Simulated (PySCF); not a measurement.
CH, charge +1, multiplicity 1. Atoms are numbered in the order given.

```xyz
2

C      0.0000     0.0000    -0.1625
H      0.0000     0.0000     0.9751
```
Charge +1, spin multiplicity 1.

Coordinates come from a B3LYP-D3(BJ)/def2-TZVPD optimisation.

Level of theory: KT2/pcSseg-2 (PySCF).

GIAO shieldings, no solvent; atoms alike by connectivity are averaged. δ = σ(ref) − σ: ¹³C against TMS (σ = 184.2 ppm); ¹H against TMS (σ = 31.47 ppm), references at their B3LYP-D3(BJ)/def2-TZVP geometries, non-relativistic.

Estimate the chemical shifts. (The exact figures need the calculation; the answer reports its results.)


```tsv
nucleus	atoms	count	δ (ppm)
¹³C	C1	1	992.8
¹H	H2	1	2.89
```
